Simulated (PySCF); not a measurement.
N2O. Atoms are numbered in the order given.

```xyz
3

N      0.0000     0.0000    -1.1894
N      0.0000     0.0000    -0.0713
O      0.0000     0.0000     1.1031
```
Charge 0, spin multiplicity 1.

Coordinates come from a PBE0-D3(BJ)/def2-TZVP optimisation.

The numbers are results of HF/def2-TZVPD in PySCF, not measurements.

Mulliken values depend strongly on the basis, most of all with diffuse functions as here. ESP charges are fitted to the potential on shells at 1.4 to 2.0 van der Waals radii. Atomic charges (e):

```tsv
atom	ESP fit	IAO	Mulliken
N1	…	-0.16	-0.14
N2	…	0.58	0.68
O3	…	-0.41	-0.53
```

**Question.** Some entries are withheld; supply them. (Estimate from the structure and the level; the computed values follow.)

**Answer.** 
- N1, ESP fit: -0.28
- N2, ESP fit: 0.65
- O3, ESP fit: -0.37
